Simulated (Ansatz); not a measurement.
# BH4O: the cost of one run

All numbers below are computed with Ansatz 0.2.0 (UKS PBE0/def2-SVP).

## 1. The structure to begin with

Bond lengths: B1–H3 1.190 Å, B1–H4 1.190 Å, O5–H6 1.010 Å. Angles: H3–B1–H4 120.0°.

Coordinates:

```xyz
6

B     0.0000    0.0000    0.0000
H     0.0000    0.0000    1.4400
H     1.0305    0.0000   -0.5950
H    -1.0305    0.0000   -0.5950
O     0.0000    0.0000    2.7500
H    -0.5144   -0.8011    3.0871
```

## 2. A restrained relaxation towards end A

Springs on the bonds that form and break draw the guess towards this end; the thresholds are loose.

input.yaml

```yaml
crystal:
  periodic: [false, false, false]
  atoms:
    - { symbol: B, position_ang: [0.0, 0.0, 0.0] }
    - { symbol: H, position_ang: [0.0, 0.0, 1.44] }
    - { symbol: H, position_ang: [1.0305, 0.0, -0.595] }
    - { symbol: H, position_ang: [-1.0305, 0.0, -0.595] }
    - { symbol: O, position_ang: [0.0, 0.0, 2.75] }
    - { symbol: H, position_ang: [-0.5144, -0.8011, 3.0871] }
magnetization:
  spin_polarized: true
  initial_magnetization: 1
basis:
  gaussian: { orbitals: def2-SVP }
hamiltonian:
  xc: pbe0
relax:
  f_tol: 0.15
  max_steps: 25
  restrain:
    - { distance: [1, 4], at: 2.21, k: 30.0 }
    - { distance: [0, 1], at: 1.19, k: 30.0 }
```

Command:

```sh
ansatz run input.yaml --threads 1 --pin off --max-ram 2048MiB --backend cpu --events-out ev --progress --plain --runs-dir out
```

Q: Estimate wall time and peak memory on 1 thread of AMD EPYC 9R45 (Zen 5), shared host.

About 25 s, with a peak of 0.14 GiB.
